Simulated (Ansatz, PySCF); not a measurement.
H2O, SMILES O (connectivity only; charge and spin as stated), charge +1, multiplicity 2. Atoms are numbered in the order given.

```xyz
3

O      0.0000     0.0000    -0.1542
H      0.0000    -0.8247     0.4259
H      0.0000     0.8247     0.4259
```
Charge +1, spin multiplicity 2.

The structure is a stationary point at B3LYP-D3(BJ)/def2-TZVPD. The multiplicity is an assumed one; other spin states were not compared.

Two levels are set side by side: PBE-D3(BJ)/def2-TZVPD (Ansatz, a program for electronic structure) and B3LYP-D3(BJ)/def2-TZVPD (Ansatz). Each level has its own optimised geometry; the coordinates shown are those of the second. Frequencies come from the Hessian of PySCF at each geometry. Differences are taken from unrounded values.

```csv
quantity,B3LYP-D3(BJ)
mean bond length (Å),1.008
bond O1–H2 (Å),1.008
bond O1–H3 (Å),1.008
highest harmonic wavenumber (cm⁻¹),3354
mean harmonic wavenumber (cm⁻¹),2701
zero-point energy (kcal/mol),11.58
```

**Question.** What does PBE-D3(BJ) give, and how far is it from B3LYP-D3(BJ)? (The exact figures need the calculation; the answer reports its results.)

**Answer.** 
```
quantity                            PBE-D3(BJ)  PBE-D3(BJ) minus B3LYP-D3(BJ)
----------------------------------  ----------  -----------------------------
mean bond length (Å)                     1.018                          0.009
bond O1–H2 (Å)                           1.018                          0.009
bond O1–H3 (Å)                           1.018                          0.009
highest harmonic wavenumber (cm⁻¹)        3267                            -86
mean harmonic wavenumber (cm⁻¹)           2637                            -64
zero-point energy (kcal/mol)             11.31                          -0.27
```

Exact exchange shortens and stiffens bonds; PBE has none. Differences between two approximate levels are no errors against the true value.
